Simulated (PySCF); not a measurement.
Level of theory: PySCF, PBE0, basis S def2-TZVP, O def2-TZVP, F def2-TZVP (no relativity, density fitting). Open shells, if any, are unrestricted.

Question: What shape and geometry does isolated singlet SO2F2 take (every ligand bound to S)?

Answer: Counting electrons, sulfur keeps none of its valence electrons outside its bonds, so the VSEPR class is AX4 and the expected shape is tetrahedral; with unlike ligands the computed point group is C2v. The lowest minimum found is a singlet of C2v symmetry with S–F 1.539 Å (×2), S–O 1.404 Å (×2); F–S–F 95.6°, F–S–O 108.1° (×4), O–S–O 124.9°. Its harmonic wavenumbers are 380 (a2), 381 (a1), 538 (b1), 541 (b2), 550 (a1), 863 (a1), 900 (b1), 1300 (a1), 1539 (b2) cm⁻¹ and its dipole moment is 1.14 D.

This need not be the most stable arrangement of these atoms.
